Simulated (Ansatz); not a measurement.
# One shape, several levels: NH3 (ammonia)

Wanted: a comparison of 6 runs (B3LYP/3-21G, BLYP/3-21G, HSE06/6-31G, wB97M-V/6-31G, UCCSD(T)/6-31G, FCI/6-31G) of NH3 (ammonia). 

Program for the calculation: Ansatz 0.2.0.

48 further runs of the same task are left out: 48 set aside as unsound or not needed.

## 1. The molecule

NH3: 4 atoms, total charge 0, spin state singlet. As SMILES, `N`. The H2–N1 distance was set to 1.519 Å, away from the relaxed value. At this shape a bond of the SMILES string is far longer than usual.

Bond lengths: N1–H3 1.013 Å, N1–H4 1.013 Å. Angles: H3–N1–H4 107.1°. A long bond or contact: N1–H2 1.519 Å.

## 2. A single-point energy at B3LYP/3-21G (run 1)

The input, job.yaml:

```yaml
crystal:
  periodic: [false, false, false]
  atoms:
    - symbol: N
      position_ang: [-0.350120, 0.525135, -0.208218]
    - symbol: H
      position_ang: [0.490470, -0.301820, 0.749180]
    - symbol: H
      position_ang: [-1.167690, -0.026275, -0.438058]
    - symbol: H
      position_ang: [0.186710, 0.629945, -1.060348]
basis:
  gaussian:
    orbitals: 3-21G.json
hamiltonian:
  xc: {name: B3LYP}
accuracy: high
```

The basis set 3-21G is read from a file made from the Basis Set Exchange's data (not shown).

The run is started by

```bash
$ ansatz run job.yaml --threads 1 --pin off --max-ram 3480MiB --events-out events.jsonl --progress --plain --runs-dir runs
```

Output:

```text
Warning: RAYON_NUM_THREADS=1 ignored (pool sized by the plan → 1); use --threads N
Functional definition: B3LYP
  name "B3LYP"
  parameter a0 = 0.2
  parameter ax = 0.72
  parameter ac = 0.81
  exchange = (1 - a0 - ax)*slater_x + ax*b88_x + a0*exact_x
  correlation = (1 - ac)*vwn_rpa_c + ac*lyp_c
290 factors; integrals over basis functions are off by at most 5.0e-9 eV
mean field evaluation 1: about -1523.7793 eV, gradient 4.5e1 eV
mean field evaluation 2: about -1516.8073 eV, gradient 6.5e1 eV
mean field evaluation 4: about -1528.0036 eV, gradient 1.0e0 eV
mean field evaluation 8: about -1527.9991 eV, gradient 5.0e-3 eV
mean field evaluation 16: about -1527.9991 eV, gradient 1.1e-7 eV
mean field -1527.99914208 eV, -56.1529327566 hartree, gradient 3.5e-9 eV, S^2 0.000000; 0 other end points of the search recorded, 0 dependent functions left out
reference -1527.99916251 eV, -56.1529335072 hartree; 5, 5 occupied and 10, 10 virtual orbitals, 290 factors
Total energy: -1527.99916251 eV, -56.1529335072 hartree
```

Wall time 0.34 s (1 thread of Intel Xeon 6975P-C (Granite Rapids), shared host).

## 3. The energy at BLYP/3-21G (run 2)

The input, job.yaml:

```yaml
crystal:
  periodic: [false, false, false]
  atoms:
    - {symbol: N, position_ang: [-0.350120, 0.525135, -0.208218]}
    - {symbol: H, position_ang: [0.490470, -0.301820, 0.749180]}
    - {symbol: H, position_ang: [-1.167690, -0.026275, -0.438058]}
    - {symbol: H, position_ang: [0.186710, 0.629945, -1.060348]}
basis:
  gaussian:
    orbitals: 3-21G.json
hamiltonian:
  xc: {name: BLYP}
accuracy: high
```

The basis set 3-21G is read from a file made from the Basis Set Exchange's data (not shown).

The run is started by

```bash
$ ansatz run job.yaml --threads 1 --pin off --max-ram 3480MiB --events-out events.jsonl --progress --plain --runs-dir runs
```

Output:

```text
Warning: RAYON_NUM_THREADS=1 ignored (pool sized by the plan → 1); use --threads N
Functional definition: BLYP
  name "BLYP"
  parameter beta = 0.0042
  parameter a = 0.04918
  parameter b = 0.132
  parameter c = 0.2533
  parameter d = 0.349
  exchange = b88_x(beta = beta)
  correlation = lyp_c(a = a, b = b, c = c, d = d)
290 factors; integrals over basis functions are off by at most 5.0e-9 eV
mean field evaluation 1: about -1521.5964 eV, gradient 5.3e1 eV
mean field evaluation 2: about -1501.8887 eV, gradient 8.6e1 eV
mean field evaluation 4: about -1527.1443 eV, gradient 6.7e0 eV
mean field evaluation 8: about -1527.3331 eV, gradient 2.5e-2 eV
mean field evaluation 16: about -1527.3331 eV, gradient 3.5e-7 eV
mean field -1527.33305555 eV, -56.1284545280 hartree, gradient 1.5e-8 eV, S^2 0.000000; 0 other end points of the search recorded, 0 dependent functions left out
reference -1527.33308398 eV, -56.1284555726 hartree; 5, 5 occupied and 10, 10 virtual orbitals, 290 factors
Total energy: -1527.33308398 eV, -56.1284555726 hartree
```

Wall time 0.36 s (1 thread of Intel Xeon 6975P-C (Granite Rapids), shared host).

Runs 3 to 4 aren't shown in full; the table further down has their settings and results.

## 4. A single-point energy at UCCSD(T)/6-31G (run 5)

Changes to job.yaml since step 3:

```diff
@@ -9,5 +9,11 @@
   gaussian:
-    orbitals: 3-21G.json
-hamiltonian:
-  xc: {name: BLYP}
+    orbitals: 6-31G
 accuracy: high
+magnetization:
+  spin_polarized: true
+  initial_magnetization: 0
+scf:
+  omitted_lower_state_checks: [cluster_reference, increment]
+correlation:
+  method: ccsd_t
+  frozen_orbitals: {H: 0, "N": 1}
```

The run is started by

```bash
$ ansatz run job.yaml --threads 1 --pin off --max-ram 3480MiB --events-out events.jsonl --progress --plain --runs-dir runs
```

Output (excerpt; [...] marks lines left out):

```text
Warning: RAYON_NUM_THREADS=1 ignored (pool sized by the plan → 1); use --threads N
Functional definition: HF
  name "HF"
[...]
349 factors; integrals over basis functions are off by at most 9.2e-9 eV
[...]
mean field -1525.68230757 eV, -56.0677906586 hartree, gradient 2.5e-8 eV, S^2 0.186994; 3 other end points of the search recorded, 0 dependent functions left out
1 core orbitals not correlated: weight in the atoms' cores, before any rotation towards them, 1.000 or more for the frozen orbitals, at most 0.000 for the correlated occupied ones
reference -1525.68230757 eV, -56.0677906586 hartree; 4, 4 occupied and 10, 10 virtual orbitals, 349 factors
second order -3.24264216 eV of doubles, -0.00000000 eV of singles
cycle   1  -3.50124817 eV  change   -2.6e-1 eV  update   7.1e-2
[...]
cycle  27  -4.03013311 eV  change   2.6e-10 eV  update  2.0e-10
perturbative correction -0.07077497 eV, -0.0026009321 hartree
Total energy: -1529.78321565 eV, -56.2184962508 hartree
Checks for a lower state left out: cluster_reference, increment
```

Wall time 0.16 s (1 thread of Intel Xeon 6975P-C (Granite Rapids), shared host).

## 5. A single-point energy at FCI/6-31G (run 6)

The input, molecule.yaml:

```yaml
crystal:
  periodic: [false, false, false]
  atoms:
    - {symbol: N, position_ang: [-0.350120, 0.525135, -0.208218]}
    - {symbol: H, position_ang: [0.490470, -0.301820, 0.749180]}
    - {symbol: H, position_ang: [-1.167690, -0.026275, -0.438058]}
    - {symbol: H, position_ang: [0.186710, 0.629945, -1.060348]}
basis:
  gaussian:
    orbitals: 6-31G
total_charge: 0
correlation:
  method: fci
  frozen_orbitals: {H: 0, "N": 1}
accuracy: high
```

The run is started by

```bash
$ ansatz run molecule.yaml --threads 1 --pin off --max-ram 3480MiB --events-out events.jsonl --progress --plain --runs-dir runs
```

Output:

```text
Warning: RAYON_NUM_THREADS=1 ignored (pool sized by the plan → 1); use --threads N
Functional definition: HF
  name "HF"
  exchange = exact_x
  correlation = 0
349 factors; integrals over basis functions are off by at most 9.2e-9 eV
mean field evaluation 1: about -1523.9257 eV, gradient 2.6e1 eV
mean field evaluation 2: about -1523.9239 eV, gradient 2.6e1 eV
mean field evaluation 4: about -1525.6271 eV, gradient 1.6e0 eV
mean field evaluation 8: about -1525.6456 eV, gradient 1.0e-4 eV
mean field -1525.64564027 eV, -56.0664431603 hartree, gradient 2.5e-8 eV, S^2 0.000000; 0 other end points of the search recorded, 0 dependent functions left out; unrestricted orbitals would lower it
mean field evaluation 16: about -1525.6802 eV, gradient 1.5e-1 eV
1 core orbitals not correlated: weight in the atoms' cores, before any rotation towards them, 1.000 or more for the frozen orbitals, at most 0.000 for the correlated occupied ones
reference -1525.64564027 eV, -56.0664431603 hartree; 4, 4 occupied and 10, 10 virtual orbitals, 349 factors
state -1529.80808618 eV, -56.2194102259 hartree
Total energy: -1529.80808618 eV, -56.2194102259 hartree
```

It took 2.5 s on 1 thread of Intel Xeon 6975P-C (Granite Rapids), shared host; peak memory 0.15 GiB.

## 6. The series

| run | level | frozen core orbitals | energy (Eh) | wall time |
| --- | --- | --- | --- | --- |
| 1 | B3LYP/3-21G | – | -56.152934 | 0.34 s |
| 2 | BLYP/3-21G | – | -56.128456 | 0.36 s |
| 3 | HSE06/6-31G | – | -56.372548 | 0.4 s |
| 4 | wB97M-V/6-31G | – | -56.410034 | 2.2 s |
| 5 | UCCSD(T)/6-31G | 1 | -56.218496 | 0.16 s |
| 6 | FCI/6-31G | 1 | -56.219410 | 2.5 s |

## 7. Outcome

| quantity | value |
| --- | --- |
| run 6: total energy | -56.21941 Eh |
| run 6: correlation energy (1 core orbital frozen) | -153.0 mEh |

Against full CI in this basis: UCCSD(T) +0.9 mEh. Totals of different functionals can't be ranked against each other. Spin contamination of the reference: run 5 ⟨S²⟩ = 0.19. All runs together took 6 s, the longest 2.5 s.
